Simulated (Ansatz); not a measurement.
Born–Oppenheimer molecular dynamics of AlFH$_{2}$O (5 atoms, charge 0, multiplicity 1). It starts at the highest image of a converged band. Of that band: Neighbouring images differ by up to 1.3 eV, so the band resolves the path poorly. A vibrational analysis at the climbing image gives one clearly imaginary mode, 1447i cm⁻¹: a first-order saddle point.

Theory: Ansatz, RKS PBE0/def2-SVP.

```
ensemble                      : NVE (velocity Verlet)
time step                     : 0.5 fs
steps asked                   : 200
starting velocities drawn for : 300 K
seed                          : 2251
```

First frame:

```xyz
5
Properties=species:S:1:pos:R:3
Al 0.193 0.165 -0.409
O 0.766 -0.017 1.301
H 0.702 -0.431 2.179
H 1.710 -0.112 0.339
F -1.458 0.113 -0.657
```

(1) How far do the bonds stretch over the last three quarters of this one trajectory? (Pairs bonded in most of those frames.)

Answers

(1) 
| bond | mean (Å) | spread (Å) | shortest | longest |
| --- | --- | --- | --- | --- |
| Al1–O2 | 1.699 | 0.055 | 1.59 | 1.79 |
| Al1–H4 | 1.783 | 0.190 | 1.40 | 2.11 |
| Al1–F5 | 1.683 | 0.060 | 1.60 | 1.78 |
| O2–H3 | 0.963 | 0.016 | 0.93 | 1.00 |

Pairs bonded in part of these frames only: Al1–H4 68 %.

Mean temperature of the second half: 3663 K. The conserved energy stayed within 0.64 meV per atom of its start (net change -0.31 meV per atom), so the integration is sound. The kinetic energy rose, since the run started high on the potential surface and went downhill. A run of 0.1 ps of so small a system gives no equilibrium averages. The orbitals stay closed-shell, which can raise the energy where a bond breaks towards radicals; this wasn't checked here.

The run took 4.1 min on 1 thread of Intel(R) Xeon(R) Platinum 8259CL CPU @ 2.50GHz (Skylake/Cascade Lake), on a shared host, peak memory 0.12 GiB.
